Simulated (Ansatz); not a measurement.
System: HO (charge +1, triplet). 
Coordinates optimised at B3LYP-D3(BJ)/def2-TZVP (Ansatz, an electronic-structure program):
```xyz
2

O      0.0000     0.0000    -0.1156
H      0.0000     0.0000     0.9251
```
Charge +1, spin multiplicity 3.

Basis-set convergence of Hartree-Fock and MP2 correlation energies (hartree) with Ansatz. Valence correlation only, unless marked. Open shells are spin-unrestricted. Spin-orbit coupling is left out. Non-relativistic.

| basis | functions | E(HF) | E(corr, MP2) |
|---|---|---|---|
| def2-SVP | 19 | -74.90993 | -0.10671 |
| def2-TZVPP | 45 | -75.00696 | -0.14257 |
| def2-QZVPP | 87 | -75.01009 | -0.15620 |

Extrapolating the two largest sets (X = 3 and 4) as X^-3: E(corr) = (64·(-0.15620) - 27·(-0.14257))/37 = -0.1661 Eh, an estimate of the basis-set limit. The largest set recovers 94.0 % of it, the smallest 64.2 %.
